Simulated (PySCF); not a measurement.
# Converging NaO in the basis (CCSD(T))

PySCF, UHF reference; doublet, unpaired electrons π ↑; De to Na + O without counterpoise correction. Frozen cores follow the default of each basis and core potential.

```
        basis     relativity  functions  Re (Å)  ωe (cm⁻¹)  De (eV)  frozen orbitals
      pcseg-1  no relativity         24   2.076        490     2.04                2
jorge-DZP-DKH  spin-free X2C         39   2.080        492     2.18                2
    def2-SVPD  no relativity         41   2.090        471     2.61                2
  aug-cc-pVDZ  no relativity         50   2.064        474     2.52                2
 x2c-TZVPPall  spin-free X2C         63   2.045        496     2.44                2
```

Task: How does each smaller set differ from the one with most functions, x2c-TZVPPall?

Result: pcseg-1: +3.1 pm, -1.2 % in ωe, -0.40 eV in De; jorge-DZP-DKH: +3.5 pm, -0.8 % in ωe, -0.26 eV in De; def2-SVPD: +4.5 pm, -5.0 % in ωe, +0.17 eV in De; aug-cc-pVDZ: +1.9 pm, -4.4 % in ωe, +0.08 eV in De. All at CCSD(T); the set with most functions is neither the basis-set limit nor always the best. The rows treat relativity differently, so the differences are not basis effects alone.

Correlated steps freeze 2 core orbitals. Correlated levels converge slowly with the basis: in double zeta they bind strong bonds too weakly, by up to about 1 eV, and carry superposition errors of some tenths. The state was picked by a PBE0 search and need not be the measured ground state.
